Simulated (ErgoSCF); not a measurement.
# CH4 (methane) at KT1/pcseg-0, part 2 of 2

ErgoSCF 3.8. The steps go on from the part before.

**3. The doublet cation, same level**

The input, molecule.xyz:

```xyz
5

C      0.000000     0.000000     0.000000
H      0.159000    -0.243200     1.050200
H     -1.006700     0.395200    -0.132900
H      0.119700    -0.899500    -0.603300
H      0.728100     0.747400    -0.313900
```

The input, input.ego:

```
set_nthreads(1)
molecule "molecule.xyz"
spin_polarization = 1
scf.convergence_threshold = 1e-06
charge = 1
basis = "pcseg-0"
scf.output_mulliken_pop = 1
scf.max_number_of_iterations = 150
tmpdir = "."
scf.use_diagonalization = 1
run "KT1"
```

The basis set pcseg-0 is read from a file made from the Basis Set Exchange's data (not shown).

Launch:

```sh
$ ergo input.ego
```

Output:

```text
INMA ERGO version 3.8
INMA reading input from file input.ego
INMA  spin_polarization := 1
INMA  convergence_threshold := 1e-06
INMA  charge := 1
INMA  basis := pcseg-0
INMA Basis really set to pcseg-0
INMA  output_mulliken_pop := 1
INMA  max_number_of_iterations := 150
INMA  use_diagonalization := 1
INMA running KT1
INDF      This is a DFT calculation of type: KT1
INDF Weighted mixed functional:
INDF                       VWN:    1.00000
INDF                        KT:   -0.00600
INDF                    Slater:    1.00000
INMA Running KT1
INSC SCF_general constructor, number of basis functions: 17
INSC Min internuclear distance:      2.05908 a.u.  =      1.08962 Angstrom
INSC Max internuclear distance:      3.36262 a.u.  =      1.77942 Angstrom
INSC Euclidean norm of overlap matrix =          4.56915059528  (acc 1.49e-08)
INSC Euclidean norm of invCholFactor after truncation =          7.91977540608
INSC Beginning of SCF cycle 1
INDF Grid for charge 6: 34 radial points, 6428 total, r=18.121271
INDF Grid for charge 1: 29 radial points, 2902 total, r=12.621360
INDF Generating Turbo grid Radint = 5e-09 AngInt: [ 6 29 ]
INDF Grid pruned from 18036 to 17359 grid points.
INDF Electrons:   8.9999983  -2e-07:  U-xc energy -3.988103 (serial)
INSC nuclearEnergy, energy_2el, energy = 13.439764, 14.841422, -21.819089
INSC Energy   1 =        -21.81908929986
INSC maxabs FDS-SDF (alpha) is     2.67
INSC maxabs FDS-SDF (beta ) is     2.13
INDE E_HOMO =         -1.59063730308
INDE E_LUMO =         -0.52670031427
INDE E_HOMO =         -1.55523760479
INDE E_LUMO =         -1.55523619501
INSC <S2>_exact =   0.750, <S2> =          0.75007944182
INSC Beginning of SCF cycle 2
INDF Electrons:   9.0000026   3e-07:  U-xc energy -8.466224 (serial)
INSC nuclearEnergy, energy_2el, energy = 13.439764, 31.760970, -37.203709
INSC Energy   2 =        -37.20370869715
INSC maxabs FDS-SDF (alpha) is    0.669
INSC maxabs FDS-SDF (beta ) is    0.665
INSC using DIIS to get combined Fock matrix, number of iters used for DIIS:  2
INDE E_HOMO =         -0.37218639463
INDE E_LUMO =         -0.01514234153
INDE E_HOMO =         -0.36698237770
INDE E_LUMO =         -0.36520599247
INSC <S2>_exact =   0.750, <S2> =          0.75400020866
INSC Beginning of SCF cycle 3
INDF Electrons:   8.9999999  -1e-08:  U-xc energy -6.451131 (serial)
INSC nuclearEnergy, energy_2el, energy = 13.439764, 16.624856, -38.938882
INSC Energy   3 =        -38.93888182339  ( diff     -1.735173126233036 )
INSC maxabs FDS-SDF (alpha) is    0.325
INSC maxabs FDS-SDF (beta ) is     0.31
INSC using DIIS to get combined Fock matrix, number of iters used for DIIS:  3
INDE E_HOMO =         -0.76585811942
INDE E_LUMO =         -0.24797016094
INDE E_HOMO =         -0.74951449916
INDE E_LUMO =         -0.73567015549
INSC <S2>_exact =   0.750, <S2> =          0.75141668211
INSC Beginning of SCF cycle 4
INDF Electrons:   9.0000016   2e-07:  U-xc energy -7.035567 (serial)
INSC nuclearEnergy, energy_2el, energy = 13.439764, 21.856144, -40.348855
INSC Energy   4 =        -40.34885494443  ( diff     -1.409973121045354 )
INSC maxabs FDS-SDF (alpha) is   0.0674
INSC maxabs FDS-SDF (beta ) is   0.0438
INSC using DIIS to get combined Fock matrix, number of iters used for DIIS:  4
INDE E_HOMO =         -0.70008639789
INDE E_LUMO =         -0.22077868632
INDE E_HOMO =         -0.69884387049
INDE E_LUMO =         -0.67942011473
INSC <S2>_exact =   0.750, <S2> =          0.75273527123
INSC Beginning of SCF cycle 5
INDF Electrons:   9.0000037   4e-07:  U-xc energy -7.028633 (serial)
INSC nuclearEnergy, energy_2el, energy = 13.439764, 21.790551, -40.344171
INSC Energy   5 =        -40.34417098067  ( diff      0.004683963763185 )
INSC maxabs FDS-SDF (alpha) is   0.0689
INSC maxabs FDS-SDF (beta ) is   0.0553
INSC restarting DIIS because energy did not improve.
INSC mixing best Fock matrix so far with next one, stepLength =   0.400000
INDE E_HOMO =         -0.74470306097
INDE E_LUMO =         -0.21825113595
INDE E_HOMO =         -0.72797577212
INDE E_LUMO =         -0.72662756815
INSC <S2>_exact =   0.750, <S2> =          0.75096134179
INSC Beginning of SCF cycle 6
INDF Electrons:   9.0000024   3e-07:  U-xc energy -7.024124 (serial)
INSC nuclearEnergy, energy_2el, energy = 13.439764, 21.892654, -40.373620
INSC Energy   6 =        -40.37362001375  ( diff     -0.024765069320495 )
INSC maxabs FDS-SDF (alpha) is   0.0263
INSC maxabs FDS-SDF (beta ) is   0.0161
INSC mixing best Fock matrix so far with next one, stepLength =   0.400000
INSC increased steplength by factor 1.1, stepLength =   0.440000
INDE E_HOMO =         -0.73721711801
INDE E_LUMO =         -0.21107113081
INDE E_HOMO =         -0.71705291856
INDE E_LUMO =         -0.71123517414
INSC <S2>_exact =   0.750, <S2> =          0.75151774257
INSC Beginning of SCF cycle 7
INDF Electrons:   9.0000052   6e-07:  U-xc energy -7.023051 (serial)
INSC nuclearEnergy, energy_2el, energy = 13.439764, 21.852497, -40.370172
INSC Energy   7 =        -40.37017179741  ( diff      0.003448216342463 )
INSC maxabs FDS-SDF (alpha) is   0.0305
INSC maxabs FDS-SDF (beta ) is   0.0204
INSC restarting DIIS because energy did not improve.
INSC changing stepLength from   0.440000 to   0.220000
INSC mixing best Fock matrix so far with next one, stepLength =   0.220000
INDE E_HOMO =         -0.74055767041
INDE E_LUMO =         -0.21386375007
INDE E_HOMO =         -0.72226659993
INDE E_LUMO =         -0.71902686477
INSC <S2>_exact =   0.750, <S2> =          0.75117003641
INSC Beginning of SCF cycle 8
INDF Electrons:   9.0000042   5e-07:  U-xc energy -7.018959 (serial)
INSC nuclearEnergy, energy_2el, energy = 13.439764, 21.870453, -40.377211
INSC Energy   8 =        -40.37721131869  ( diff     -0.003591304934972 )
INSC maxabs FDS-SDF (alpha) is   0.0154
INSC maxabs FDS-SDF (beta ) is   0.0109
INSC mixing best Fock matrix so far with next one, stepLength =   0.220000
INSC increased steplength by factor 1.1, stepLength =   0.242000
INDE E_HOMO =         -0.73810721891
INDE E_LUMO =         -0.21070112364
INDE E_HOMO =         -0.71743276088
INDE E_LUMO =         -0.71275010547
INSC <S2>_exact =   0.750, <S2> =          0.75086074489
INSC Beginning of SCF cycle 9
INDF Electrons:   9.0000035   4e-07:  U-xc energy -7.019337 (serial)
INSC nuclearEnergy, energy_2el, energy = 13.439764, 21.873078, -40.378057
INSC Energy   9 =        -40.37805690965  ( diff     -0.000845590960793 )
INSC maxabs FDS-SDF (alpha) is  0.00961
INSC maxabs FDS-SDF (beta ) is  0.00571
INSC mixing best Fock matrix so far with next one, stepLength =   0.242000
INSC increased steplength by factor 1.1, stepLength =   0.266200
INDE E_HOMO =         -0.73559564954
INDE E_LUMO =         -0.20853088009
INDE E_HOMO =         -0.71240283874
INDE E_LUMO =         -0.70745275799
INSC <S2>_exact =   0.750, <S2> =          0.75088888650
INSC Beginning of SCF cycle 10
INDF Electrons:   9.0000042   5e-07:  U-xc energy -7.018374 (serial)
INSC nuclearEnergy, energy_2el, energy = 13.439764, 21.866022, -40.378453
INSC Energy  10 =        -40.37845330386  ( diff     -0.000396394214476 )
INSC maxabs FDS-SDF (alpha) is  0.00971
INSC maxabs FDS-SDF (beta ) is  0.00563
INSC mixing best Fock matrix so far with next one, stepLength =   0.266200
INSC increased steplength by factor 1.1, stepLength =   0.292820
INDE E_HOMO =         -0.73348409884
INDE E_LUMO =         -0.20687686113
INDE E_HOMO =         -0.70884266709
INDE E_LUMO =         -0.70309063423
INSC <S2>_exact =   0.750, <S2> =          0.75073409690
INSC Beginning of SCF cycle 11
INDF Electrons:   9.0000037   4e-07:  U-xc energy -7.018713 (serial)
INSC nuclearEnergy, energy_2el, energy = 13.439764, 21.867640, -40.378647
INSC Energy  11 =        -40.37864660648  ( diff     -0.000193302615486 )
INSC maxabs FDS-SDF (alpha) is  0.00618
INSC maxabs FDS-SDF (beta ) is  0.00301
INSC mixing best Fock matrix so far with next one, stepLength =   0.292820
INSC increased steplength by factor 1.1, stepLength =   0.322102
INDE E_HOMO =         -0.73155186765
INDE E_LUMO =         -0.20577477449
INDE E_HOMO =         -0.70611354613
INDE E_LUMO =         -0.69966699355
INSC <S2>_exact =   0.750, <S2> =          0.75077766471
INSC Beginning of SCF cycle 12
INDF Electrons:   9.0000043   5e-07:  U-xc energy -7.018142 (serial)
INSC nuclearEnergy, energy_2el, energy = 13.439764, 21.863695, -40.378745
INSC Energy  12 =        -40.37874496010  ( diff     -0.000098353620189 )
INSC maxabs FDS-SDF (alpha) is  0.00693
INSC maxabs FDS-SDF (beta ) is    0.004
INSC using DIIS to get combined Fock matrix, number of iters used for DIIS:  1
INDE E_HOMO =         -0.72578251099
INDE E_LUMO =         -0.20358239017
INDE E_HOMO =         -0.70125759260
INDE E_LUMO =         -0.69100082159
INSC <S2>_exact =   0.750, <S2> =          0.75083787937
INSC Beginning of SCF cycle 13
INDF Electrons:   9.0000029   3e-07:  U-xc energy -7.020406 (serial)
INSC nuclearEnergy, energy_2el, energy = 13.439764, 21.860846, -40.375554
INSC Energy  13 =        -40.37555405328  ( diff      0.003190906824145 )
INSC maxabs FDS-SDF (alpha) is   0.0178
INSC maxabs FDS-SDF (beta ) is   0.0112
INSC restarting DIIS because energy did not improve.
INSC mixing best Fock matrix so far with next one, stepLength =   0.322102
INDE E_HOMO =         -0.73012933714
INDE E_LUMO =         -0.20495350232
INDE E_HOMO =         -0.70439205036
INDE E_LUMO =         -0.69704057759
INSC <S2>_exact =   0.750, <S2> =          0.75070346969
INSC Beginning of SCF cycle 14
INDF Electrons:   9.0000037   4e-07:  U-xc energy -7.018422 (serial)
INSC nuclearEnergy, energy_2el, energy = 13.439764, 21.865046, -40.378788
INSC Energy  14 =        -40.37878790812  ( diff     -0.000042948018361 )
INSC maxabs FDS-SDF (alpha) is  0.00492
INSC maxabs FDS-SDF (beta ) is  0.00303
INSC mixing best Fock matrix so far with next one, stepLength =   0.322102
INSC increased steplength by factor 1.1, stepLength =   0.354312
INDE E_HOMO =         -0.72906534969
INDE E_LUMO =         -0.20452085248
INDE E_HOMO =         -0.70324140880
INDE E_LUMO =         -0.69533438442
INSC <S2>_exact =   0.750, <S2> =          0.75073847702
INSC Beginning of SCF cycle 15
INDF Electrons:   9.0000042   5e-07:  U-xc energy -7.018062 (serial)
INSC nuclearEnergy, energy_2el, energy = 13.439764, 21.863086, -40.378863
INSC Energy  15 =        -40.37886263712  ( diff     -0.000074729006201 )
INSC maxabs FDS-SDF (alpha) is  0.00532
INSC maxabs FDS-SDF (beta ) is  0.00349
INSC mixing best Fock matrix so far with next one, stepLength =   0.354312
INSC increased steplength by factor 1.1, stepLength =   0.389743
INDE E_HOMO =         -0.72838615318
INDE E_LUMO =         -0.20419160617
INDE E_HOMO =         -0.70259238377
INDE E_LUMO =         -0.69406707380
INSC <S2>_exact =   0.750, <S2> =          0.75070809422
INSC Beginning of SCF cycle 16
INDF Electrons:   9.0000038   4e-07:  U-xc energy -7.018217 (serial)
INSC nuclearEnergy, energy_2el, energy = 13.439764, 21.863834, -40.378885
INSC Energy  16 =        -40.37888533605  ( diff     -0.000022698928163 )
INSC maxabs FDS-SDF (alpha) is   0.0041
INSC maxabs FDS-SDF (beta ) is  0.00285
INSC mixing best Fock matrix so far with next one, stepLength =   0.389743
INSC increased steplength by factor 1.1, stepLength =   0.428718
INDE E_HOMO =         -0.72786120681
INDE E_LUMO =         -0.20404339575
INDE E_HOMO =         -0.70212735253
INDE E_LUMO =         -0.69320349681
INSC <S2>_exact =   0.750, <S2> =          0.75073167413
INSC Beginning of SCF cycle 17
INDF Electrons:   9.0000043   5e-07:  U-xc energy -7.018051 (serial)
INSC nuclearEnergy, energy_2el, energy = 13.439764, 21.862775, -40.378859
INSC Energy  17 =        -40.37885855945  ( diff      0.000026776605679 )
INSC maxabs FDS-SDF (alpha) is  0.00523
INSC maxabs FDS-SDF (beta ) is  0.00354
INSC restarting DIIS because energy did not improve.
INSC changing stepLength from   0.428718 to   0.214359
INSC mixing best Fock matrix so far with next one, stepLength =   0.214359
INDE E_HOMO =         -0.72809738025
INDE E_LUMO =         -0.20409900912
INDE E_HOMO =         -0.70230605808
INDE E_LUMO =         -0.69362392105
INSC <S2>_exact =   0.750, <S2> =          0.75071545932
INSC Beginning of SCF cycle 18
INDF Electrons:   9.0000041   5e-07:  U-xc energy -7.017993 (serial)
INSC nuclearEnergy, energy_2el, energy = 13.439764, 21.863384, -40.379069
INSC Energy  18 =        -40.37906911305  ( diff     -0.000183776996579 )
INSC maxabs FDS-SDF (alpha) is  0.00161
INSC maxabs FDS-SDF (beta ) is 0.000755
INSC mixing best Fock matrix so far with next one, stepLength =   0.214359
INSC increased steplength by factor 1.1, stepLength =   0.235795
INDE E_HOMO =         -0.72791968642
INDE E_LUMO =         -0.20402513674
INDE E_HOMO =         -0.70213711893
INDE E_LUMO =         -0.69325050742
INSC <S2>_exact =   0.750, <S2> =          0.75071388686
INSC Beginning of SCF cycle 19
INDF Electrons:   9.0000040   4e-07:  U-xc energy -7.017985 (serial)
INSC nuclearEnergy, energy_2el, energy = 13.439764, 21.863275, -40.379077
INSC Energy  19 =        -40.37907749703  ( diff     -0.000008383976606 )
INSC maxabs FDS-SDF (alpha) is 0.000798
INSC maxabs FDS-SDF (beta ) is 0.000501
INSC mixing best Fock matrix so far with next one, stepLength =   0.235795
INSC increased steplength by factor 1.1, stepLength =   0.259374
INDE E_HOMO =         -0.72776832585
INDE E_LUMO =         -0.20397145749
INDE E_HOMO =         -0.70200509639
INDE E_LUMO =         -0.69293391512
INSC <S2>_exact =   0.750, <S2> =          0.75071496048
INSC Beginning of SCF cycle 20
INDF Electrons:   9.0000040   4e-07:  U-xc energy -7.017969 (serial)
INSC nuclearEnergy, energy_2el, energy = 13.439764, 21.863133, -40.379080
INSC Energy  20 =        -40.37908001224  ( diff     -0.000002515219663 )
INSC maxabs FDS-SDF (alpha) is 0.000743
INSC maxabs FDS-SDF (beta ) is 0.000405
INSC mixing best Fock matrix so far with next one, stepLength =   0.259374
INSC increased steplength by factor 1.1, stepLength =   0.285312
INDE E_HOMO =         -0.72764621388
INDE E_LUMO =         -0.20393265512
INDE E_HOMO =         -0.70191016426
INDE E_LUMO =         -0.69267244343
INSC <S2>_exact =   0.750, <S2> =          0.75071587711
INSC Beginning of SCF cycle 21
INDF Electrons:   9.0000040   4e-07:  U-xc energy -7.017959 (serial)
INSC nuclearEnergy, energy_2el, energy = 13.439764, 21.863042, -40.379082
INSC Energy  21 =        -40.37908172999  ( diff     -0.000001717741839 )
INSC maxabs FDS-SDF (alpha) is 0.000573
INSC maxabs FDS-SDF (beta ) is 0.000322
INSC mixing best Fock matrix so far with next one, stepLength =   0.285312
INSC increased steplength by factor 1.1, stepLength =   0.313843
INDE E_HOMO =         -0.72755148347
INDE E_LUMO =         -0.20390715121
INDE E_HOMO =         -0.70184598643
INDE E_LUMO =         -0.69246357684
INSC <S2>_exact =   0.750, <S2> =          0.75071692247
INSC Beginning of SCF cycle 22
INDF Electrons:   9.0000040   4e-07:  U-xc energy -7.017952 (serial)
INSC nuclearEnergy, energy_2el, energy = 13.439764, 21.862978, -40.379083
INSC Energy  22 =        -40.37908291482  ( diff     -0.000001184832556 )
INSC maxabs FDS-SDF (alpha) is 0.000462
INSC maxabs FDS-SDF (beta ) is  0.00025
INSC using DIIS to get combined Fock matrix, number of iters used for DIIS:  1
INDE E_HOMO =         -0.72732980899
INDE E_LUMO =         -0.20386025081
INDE E_HOMO =         -0.70172138508
INDE E_LUMO =         -0.69195127026
INSC <S2>_exact =   0.750, <S2> =          0.75072077972
INSC Beginning of SCF cycle 23
INDF Electrons:   9.0000041   5e-07:  U-xc energy -7.017937 (serial)
INSC nuclearEnergy, energy_2el, energy = 13.439764, 21.862839, -40.379085
INSC Energy  23 =        -40.37908472069  ( diff     -0.000001805866958 )
INSC maxabs FDS-SDF (alpha) is 0.000112
INSC maxabs FDS-SDF (beta ) is 5.74e-05
INSC using DIIS to get combined Fock matrix, number of iters used for DIIS:  2
INDE E_HOMO =         -0.72737717750
INDE E_LUMO =         -0.20391112486
INDE E_HOMO =         -0.70182813147
INDE E_LUMO =         -0.69198293351
INSC <S2>_exact =   0.750, <S2> =          0.75072131396
INSC Beginning of SCF cycle 24
INDF Electrons:   9.0000041   5e-07:  U-xc energy -7.017938 (serial)
INSC nuclearEnergy, energy_2el, energy = 13.439764, 21.862865, -40.379085
INSC Energy  24 =        -40.37908481779  ( diff     -0.000000097106792 )
INSC maxabs FDS-SDF (alpha) is 0.000183
INSC maxabs FDS-SDF (beta ) is 9.87e-05
INSC using DIIS to get combined Fock matrix, number of iters used for DIIS:  3
INDE E_HOMO =         -0.72737704430
INDE E_LUMO =         -0.20391111672
INDE E_HOMO =         -0.70182813593
INDE E_LUMO =         -0.69198291434
INSC <S2>_exact =   0.750, <S2> =          0.75072131631
INSC Beginning of SCF cycle 25
INDF Electrons:   9.0000041   5e-07:  U-xc energy -7.017938 (serial)
INSC nuclearEnergy, energy_2el, energy = 13.439764, 21.862864, -40.379085
INSC Energy  25 =        -40.37908483679  ( diff     -0.000000019001789 )
INSC maxabs FDS-SDF (alpha) is 0.000175
INSC maxabs FDS-SDF (beta ) is 9.34e-05
INSC using DIIS to get combined Fock matrix, number of iters used for DIIS:  4
INDE E_HOMO =         -0.72735439016
INDE E_LUMO =         -0.20389907748
INDE E_HOMO =         -0.70180405278
INDE E_LUMO =         -0.69197409719
INSC <S2>_exact =   0.750, <S2> =          0.75072155732
INSC Beginning of SCF cycle 26
INDF Electrons:   9.0000041   5e-07:  U-xc energy -7.017935 (serial)
INSC nuclearEnergy, energy_2el, energy = 13.439764, 21.862830, -40.379085
INSC Energy  26 =        -40.37908497258  ( diff     -0.000000135788767 )
INSC maxabs FDS-SDF (alpha) is  9.1e-05
INSC maxabs FDS-SDF (beta ) is 5.11e-05
INSC using DIIS to get combined Fock matrix, number of iters used for DIIS:  5
INDE E_HOMO =         -0.72736131782
INDE E_LUMO =         -0.20389928099
INDE E_HOMO =         -0.70180907153
INDE E_LUMO =         -0.69197532713
INSC <S2>_exact =   0.750, <S2> =          0.75072159916
INSC Beginning of SCF cycle 27
INDF Electrons:   9.0000041   5e-07:  U-xc energy -7.017938 (serial)
INSC nuclearEnergy, energy_2el, energy = 13.439764, 21.862853, -40.379085
INSC Energy  27 =        -40.37908502209  ( diff     -0.000000049506312 )
INSC maxabs FDS-SDF (alpha) is 1.11e-05
INSC maxabs FDS-SDF (beta ) is 7.36e-06
INSC using DIIS to get combined Fock matrix, number of iters used for DIIS:  6
INDE E_HOMO =         -0.72736132046
INDE E_LUMO =         -0.20389973125
INDE E_HOMO =         -0.70180830533
INDE E_LUMO =         -0.69197508118
INSC <S2>_exact =   0.750, <S2> =          0.75072157445
INSC Beginning of SCF cycle 28
INDF Electrons:   9.0000041   5e-07:  U-xc energy -7.017937 (serial)
INSC nuclearEnergy, energy_2el, energy = 13.439764, 21.862841, -40.379085
INSC Energy  28 =        -40.37908502302  ( diff     -0.000000000929120 )
INSC maxabs FDS-SDF (alpha) is 1.13e-06
INSC maxabs FDS-SDF (beta ) is 6.65e-07
RESC CONVERGED after  28 iterations.
RESC FINAL ENERGY:        -40.37908502302
RESC FINAL <S2> =          0.75072157445
TISC Main SCF loop took      0.94 usr cpu s       0.05 sys cpu s       1.00 wall s
INSC SCF: dipole_moment_x [atomic units] =       0.00014241
INSC SCF: dipole_moment_y [atomic units] =      -0.00002052
INSC SCF: dipole_moment_z [atomic units] =       0.00011580
INSC Sum of Mulliken charges (electrons):       9.0000000
INSC Mulliken charge of atom 0 =      -0.6934465
INSC Mulliken charge of atom 1 =       0.4233711
INSC Mulliken charge of atom 2 =       0.4233455
INSC Mulliken charge of atom 3 =       0.4233585
INSC Mulliken charge of atom 4 =       0.4233714
INSC Sum of Mulliken atomic charges:       1.0000000
INSC Mulliken spin density of atom 0 =       0.6152161
INSC Mulliken spin density of atom 1 =       0.0962346
INSC Mulliken spin density of atom 2 =       0.0961525
INSC Mulliken spin density of atom 3 =       0.0961634
INSC Mulliken spin density of atom 4 =       0.0962333
INSC Sum of Mulliken atomic spin densities:       1.0000000
```

It took 1.4 s on 1 thread of Arm Neoverse V1, shared host; peak memory 0.26 GiB.

**4. Summary of results**

What follows sums up all 2 parts.

At KT1/pcseg-0:

| quantity | value |
| --- | --- |
| singlet CH4: total energy | -40.89983 Eh |
| singlet CH4: dipole moment | 0.00 D |
| doublet cation: total energy | -40.37909 Eh |
| doublet cation: ⟨S²⟩ | 0.751 |
| vertical ionisation energy (to the doublet cation) | 14.170 eV |

Removing an electron at fixed nuclei costs 14.17 eV (1367 kJ/mol). Mulliken charges (doublet cation) run from -0.69 on C1 to +0.42 on H5; they depend strongly on the basis.
